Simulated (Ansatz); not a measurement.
**CHNSi+ (quartet): from Hartree-Fock to the top rungs, def2-QZVPP**

One table from this session's results is given with a row withheld; the runs are named, their logs left out.

Program: Ansatz 0.2.0, Gaussian basis. Level of theory: def2-QZVPP, core rule «outside noble gas», up to 7 orbitals frozen. These are calculated values, not measurements.

To be run: UHF; ROHF; CCSD(T) on UHF.

2 further runs of the same task are left out: 2 set aside as unsound or not needed. Runs told in other sessions of the task aren't counted.

## The geometry

The geometry is a PBE0/def2-TZVP stationary point (not a proven minimum) of the parent state, kept for this charge and spin.

4 atoms, charge 1, spin multiplicity 4.

Atoms are counted from 1 here; the program's logs count them from 0.

Bond lengths: C1–N2 1.240 Å, C1–Si3 1.952 Å, N2–H4 1.013 Å. Angles: N2–C1–Si3 78.7°, C1–N2–H4 135.7°.

The first run:

in.yaml reads:

```yaml
crystal:
  periodic: [false, false, false]
  atoms:
    - {symbol: C, position_ang: [0.000000, -0.784833, 0.780179]}
    - {symbol: N, position_ang: [0.000000, 0.409287, 1.114041]}
    - {symbol: Si, position_ang: [0.000000, 0.098619, -0.960690]}
    - {symbol: H, position_ang: [0.000000, 0.916592, 1.991118]}
basis:
  gaussian: {orbitals: "def2-QZVPP.json"}
total_charge: 1
magnetization: {spin_polarized: true, initial_magnetization: 3}
hamiltonian: {xc: hf}
output: {orbitals: {seedname: orbitals}}
```

Started as:

```
$ ansatz run in.yaml --threads 1 --pin off --events-out ev --progress --plain --max-ram 2393MiB
```

Among the steps run: UHF; ROHF; CCSD(T) on UHF.

One table of the session follows, with a row left open; its other results are not shown here.

```
  method  from UCCSD(T) (kcal/mol)
    ROHF                   +282.52
     UHF                   +278.06
    UMP2                    +25.10
   UCCSD                         ?
UCCSD(T)                         0
```

Q: Estimate the row for UCCSD from the others.

The run gave: from UCCSD(T) (kcal/mol): +16.29. In the column «from UCCSD(T) (kcal/mol)» it lies between UCCSD(T) (0) and UMP2 (+25.10).
